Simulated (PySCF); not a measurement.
Cartesian coordinates (Å):
SMILES: [C]#N
```xyz
2

C      0.5801     0.0000     0.0000
N     -0.5801     0.0000     0.0000
```
Charge 0, spin multiplicity 2.

Question: Estimate the highest occupied spin orbital, dipole moment and total energy that PySCF 2.14.0 with TPSSh-D3(BJ)/def2-TZVP // PBE0-D3(BJ)/def2-TZVP returns for this input.

Answer: 
```
Quantity                            Result
-----------------------------  -----------
highest occupied spin orbital    -10.03 eV
dipole moment                       1.33 D
total energy                   -92.7536 Ha
```
